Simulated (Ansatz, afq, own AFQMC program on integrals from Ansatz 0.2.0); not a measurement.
Breaking Ge2–S1 in GeH2SCl2, singlet

| atom | x (Å) | y (Å) | z (Å) |
| --- | --- | --- | --- |
| S | 0.0971 | 1.3374 | -1.1944 |
| Ge | 0.2154 | -0.2723 | 0.3068 |
| Cl | 2.1506 | -1.1557 | 0.0434 |
| Cl | -1.2885 | -1.7670 | -0.0639 |
| H | -1.1939 | 1.6155 | -0.9002 |
| H | 0.0612 | 0.1783 | 1.7619 |

Products: GeHCl$_{2}$ (doublet; Cl–GeH–Cl) and HS (doublet), each relaxed with PBE0/def2-SVP like the molecule; electronic energies without zero-point terms. Determinants: RHF, UHF and UHF in that order.

Basis def2-TZVP. Noble-gas cores (and the filled d shells of Ga–Kr and In–Xe) are frozen. Integrals, coupled cluster, full CI and functionals: Ansatz 0.2.0; the random walks run on the same integrals in our own AFQMC program. The CISD trial takes its coefficients from CCSD amplitudes. Released means that phaseless walkers are propagated on without the constraint, phases kept. Uncertainties: one standard error, sampling alone. No spin–orbit coupling. The errors of all members are added in quadrature.

No full CI on the walks' own integrals is used here. The released AFQMC energy serves as the reference, which it does only where one determinant dominates, the energy is flat over the last release times and near the phaseless one (40 meV or 2 meV an electron, half that with transition metals). On small molecules, where full CI could be run and the noise was under 10 meV, such values lay within 10 meV of it in 19 cases of 20, a flattering rate, since the rule was set on those same cases; what remains of the bias isn't in the error bar. Each member takes its own surest rung, up to full CI.

The best estimate is CCSD(T) at the basis-set limit (CBS: def2-TZVPP and def2-QZVPP, with their diffuse functions for anions and beside diffuse sets, CCSD(T) itself extrapolated) plus the step from CCSD(T) to AFQMC with the constraint released in def2-TZVP. Rows without CBS are in def2-TZVP; B2PLYP and the wave-function rows carry a basis error of their own. Core correlation and relativity beyond core potentials are missing, and ± holds the sampling alone.

Cautions: inner d shell frozen; no relativity below Rb; no spin-orbit coupling; GeH₂SCl₂ (singlet): the released value is read at 0.90 1/Eh with a noise of 23 meV, more than in the cases checked (meV from the phaseless value at times in 1/Eh: -12 ± 13 at 0.21, -19 ± 15 at 0.42, -26 ± 19 at 0.63, -33 ± 23 at 0.90); GeHCl₂ (doublet): the released value is read at 1.50 1/Eh with a noise of 15 meV, more than in the cases checked (meV from the phaseless value at times in 1/Eh: -3 ± 9 at 0.24, -16 ± 10 at 0.51, -10 ± 11 at 0.99, 8 ± 15 at 1.50).

Best estimate: 82.2 ± 0.6 kcal/mol.

```json
{"level": "HF", "bond energy (kcal/mol)": "54.7", "error against the best estimate (kcal/mol)": "-27.6 ± 0.6"}
{"level": "MP2", "bond energy (kcal/mol)": "82.6", "error against the best estimate (kcal/mol)": "0.3 ± 0.6"}
{"level": "CCSD", "bond energy (kcal/mol)": "76.0", "error against the best estimate (kcal/mol)": "-6.2 ± 0.6"}
{"level": "CCSD(T)", "bond energy (kcal/mol)": "78.3", "error against the best estimate (kcal/mol)": "-4.0 ± 0.6"}
{"level": "ph-AFQMC/CISD", "bond energy (kcal/mol)": "78.3 ± 0.4", "error against the best estimate (kcal/mol)": "-3.9 ± 0.7"}
{"level": "released AFQMC", "bond energy (kcal/mol)": "79.0 ± 0.6", "error against the best estimate (kcal/mol)": "-3.2"}
{"level": "HF/CBS", "bond energy (kcal/mol)": "54.2", "error against the best estimate (kcal/mol)": "-28.0 ± 0.6"}
{"level": "MP2/CBS", "bond energy (kcal/mol)": "85.8", "error against the best estimate (kcal/mol)": "3.6 ± 0.6"}
{"level": "CCSD(T)/CBS", "bond energy (kcal/mol)": "81.4", "error against the best estimate (kcal/mol)": "-0.8 ± 0.6"}
{"level": "PBE", "bond energy (kcal/mol)": "75.9", "error against the best estimate (kcal/mol)": "-6.3 ± 0.6"}
{"level": "r2SCAN", "bond energy (kcal/mol)": "76.3", "error against the best estimate (kcal/mol)": "-6.0 ± 0.6"}
{"level": "PBE0", "bond energy (kcal/mol)": "76.9", "error against the best estimate (kcal/mol)": "-5.4 ± 0.6"}
{"level": "B3LYP", "bond energy (kcal/mol)": "71.1", "error against the best estimate (kcal/mol)": "-11.1 ± 0.6"}
{"level": "wB97M-V", "bond energy (kcal/mol)": "79.5", "error against the best estimate (kcal/mol)": "-2.8 ± 0.6"}
{"level": "B2PLYP", "bond energy (kcal/mol)": "75.4", "error against the best estimate (kcal/mol)": "-6.8 ± 0.6"}
```

Correlation beyond CCSD(T) changes it by less than twice the noise. Going to the basis-set limit adds 3.1 kcal/mol at CCSD(T). The perturbative (T) step is worth +2.3 kcal/mol.

Best estimates are given only where the step beyond CCSD(T) is under 0.3 eV and no member's determinant is very poor (T1 over 0.05, or 0.07 for open shells, ⟨S²⟩ too high by 0.3, two states mixed), so the hardest cases are missing from such tables.

The functionals ran in a triple-zeta set and keep a basis error of their own, a few kJ/mol for each bond in atomization energies and more for double hybrids, so close places among them and the extrapolated levels can swap.

Each member of a difference takes its own highest rung, so a best estimate needn't equal the limit plus the step of one row. Released energies are given only where the last usable release times agree within the noise; a slower fall can still hide under it.
